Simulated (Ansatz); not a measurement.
Ansatz (a program for electronic structure) input (CCSD(T)/def2-TZVPP):

Ansatz 0.2 input:
```yaml
crystal:
  periodic: [false, false, false]
  atoms:
    - {symbol: F, position_ang: [-0.00000000, -0.00000000, -1.00770435]}
    - {symbol: Cl, position_ang: [0.00000000, 0.00000000, 0.53349054]}
basis:
  gaussian:
    orbitals: def2-TZVPP
total_charge: 1
magnetization: {spin_polarized: true, initial_magnetization: 1}
correlation: {method: ccsd_t, electrons: outside_noble_gas}
```

Output:

```
Functional definition: HF
integrals: 0.07 GiB planned
460 factors; integrals over basis functions are off by at most 9.0e-4 eV
mean field: 0.12 GiB planned
mean field evaluation 1: about -15192.7238 eV, gradient 3.5e1 eV
mean field evaluation 2: about -15192.7288 eV, gradient 3.5e1 eV
mean field evaluation 4: about -15196.6512 eV, gradient 2.5e0 eV
mean field evaluation 8: about -15196.7223 eV, gradient 3.1e-1 eV
mean field evaluation 16: about -15196.6478 eV, gradient 2.5e0 eV
mean field evaluation 32: about -15192.1276 eV, gradient 4.2e0 eV
mean field evaluation 64: about -15190.5127 eV, gradient 9.3e-4 eV
mean field evaluation 96: about -15192.3208 eV, gradient 2.7e-3 eV
mean field evaluation 128: about -15196.7253 eV, gradient 4.5e-4 eV
mean field -15196.72530286 eV, -558.4693541696 hartree, gradient 8.0e-6 eV, S^2 0.764048; 1 other end points of the search recorded, 0 dependent functions left out
6 core orbitals not correlated
reference -15196.72530286 eV, -558.4693541696 hartree; 7, 6 occupied and 60, 61 virtual orbitals, 460 factors
second order -11.24329943 eV of doubles, -0.00000000 eV of singles
coupled cluster: 0.20 GiB planned
cycle   1  -11.34378302 eV  change   -1.0e-1 eV  update   9.8e-2
cycle   2  -11.70326969 eV  change   -3.6e-1 eV  update   3.4e-2
cycle   3  -11.82881544 eV  change   -1.3e-1 eV  update   2.6e-2
cycle   4  -11.82460978 eV  change    4.2e-3 eV  update   1.3e-2
cycle   5  -11.83274485 eV  change   -8.1e-3 eV  update   7.4e-3
cycle   6  -11.83489006 eV  change   -2.1e-3 eV  update   1.9e-3
cycle   7  -11.83504574 eV  change   -1.6e-4 eV  update   5.9e-4
cycle   8  -11.83512723 eV  change   -8.1e-5 eV  update   2.2e-4
cycle   9  -11.83515684 eV  change   -3.0e-5 eV  update   8.1e-5
cycle  10  -11.83508909 eV  change    6.8e-5 eV  update   3.0e-5
cycle  11  -11.83512457 eV  change   -3.5e-5 eV  update   1.3e-5
cycle  12  -11.83512147 eV  change    3.1e-6 eV  update   5.1e-6
perturbative correction -0.46618541 eV, -0.0171319977 hartree
Total energy: -15209.02660974 eV, -558.9214188593 hartree
```
